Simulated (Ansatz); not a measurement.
in.yaml

```yaml
crystal:
  periodic: [false, false, false]
  atoms:
    - {symbol: Be, position_ang: [1.103676, 0.000000, 1.572912]}
    - {symbol: Mg, position_ang: [-0.433771, 0.000000, -0.504828]}
    - {symbol: H, position_ang: [0.591585, 0.000000, -1.890517]}
basis:
  gaussian: {orbitals: 6-31G, point_charges: [{charge: 1.00, position_ang: [4.060, 0.119, -0.454]}]}
magnetization: {spin_polarized: false, initial_magnetization: 1}
correlation: {method: fic_nevpt4_sd, electrons: valence, active_space: {window: {electrons: 7, orbitals: 4}}}
accuracy: high
```

```sh
$ ansatz run in.yaml --threads 1 --pin off --events-out ev --progress --plain --max-ram 2393MiB
```

The program prints:

```
541 factors; integrals over basis functions are off by at most 3.0e-9 eV
mean field evaluation 1: about -5841.9364 eV, gradient 5.6e0 eV
mean field evaluation 2: about -5841.9610 eV, gradient 5.7e0 eV
mean field evaluation 4: about -5842.6677 eV, gradient 7.4e-1 eV
mean field evaluation 8: about -5842.7269 eV, gradient 2.7e-1 eV
mean field evaluation 16: about -5842.7531 eV, gradient 2.0e-8 eV
mean field evaluation 32: about -5842.6406 eV, gradient 9.0e-1 eV
mean field -5842.75308783 eV, -214.7172156174 hartree, gradient 1.5e-8 eV, S^2 0.750000; 4 other end points of the search recorded, 0 dependent functions left out
reference -5842.75308783 eV, -214.7172156174 hartree; 9, 8 occupied and 15, 16 virtual orbitals, 541 factors
state -5842.75308783 eV, -214.7172156174 hartree
state -5842.75308783 eV, -214.7172156174 hartree; corrected -5844.28237596 eV, -214.7734159196 hartree
WARN: 3 active orbitals are nearly empty or full. The corrections depend on them more than the energy does, and are more stable in an active space without them
Total energy: -5844.28237596 eV, -214.7734159196 hartree
```

The active space holds one configuration alone, so it describes no static correlation.

Natural occupations: 2.0000 2.0000 2.0000 1.0000.

Ran on 1 thread of AMD EPYC 7B13, shared host: 0.69 s wall, 0.16 GiB peak host memory.
